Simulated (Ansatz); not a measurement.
Geometry optimisation, Ansatz, RKS PBE-D4/def2-mTZVP.

The input (input.yaml):

```yaml
crystal:
  periodic: [false, false, false]
  atoms:
    - { symbol: Al, position_ang: [0.077603, -0.538086, -0.335609] }
    - { symbol: H, position_ang: [-0.110654, 0.155239, 2.331211] }
    - { symbol: H, position_ang: [1.457826, 0.240747, -0.491455] }
    - { symbol: H, position_ang: [-1.341506, -0.017962, -0.838827] }
    - { symbol: "N", position_ang: [0.099918, -2.191595, 0.537807] }
    - { symbol: H, position_ang: [-0.697139, -2.825145, 0.564088] }
    - { symbol: H, position_ang: [0.953214, -2.671716, 0.8165] }
    - { symbol: H, position_ang: [-0.071263, -0.497582, 2.038986] }
basis:
  gaussian: { orbitals: def2-mTZVP }
hamiltonian:
  xc: pbe
  dispersion: d4
relax:
  f_tol: 0.03
  max_steps: 50
```

Launched with:

```bash
$ ansatz run input.yaml --threads 1 --pin off --max-ram 2048MiB --backend cpu --events-out ev --progress --plain --runs-dir out
```

**Question.** Where does it end, and by what steps?

**Answer.** The run converged. After 8 steps the energy has fallen by 0.222 eV; H2 moved furthest, 0.60 Å.

```
step  energy less start (eV)  largest force component (eV/Å)  accepted
   0                  0.0000                           1.635       yes
   1                 -0.1628                           0.772       yes
   2                 -0.2098                           0.239       yes
   3                 -0.2195                           0.063       yes
   4                 -0.2163                           0.197        no
   5                 -0.2206                           0.031       yes
   6                 -0.2213                           0.043       yes
   7                 -0.2182                           0.319        no
   8                 -0.2216                           0.005       yes
```

```xyz
8
Properties=species:S:1:pos:R:3
Al 0.098 -0.680 -0.451
H -0.196 0.532 2.790
H 1.486 0.092 -0.607
H -1.325 -0.110 -0.895
N 0.141 -2.314 0.267
H -0.672 -2.908 0.416
H 0.984 -2.789 0.585
H -0.147 -0.168 2.518
```

Whether the end is a true minimum wasn't checked by a vibrational analysis.

The run took 13 s on 1 thread of Intel(R) Xeon(R) Platinum 8259CL CPU @ 2.50GHz (Skylake/Cascade Lake) (shared host), peak memory 0.12 GiB.
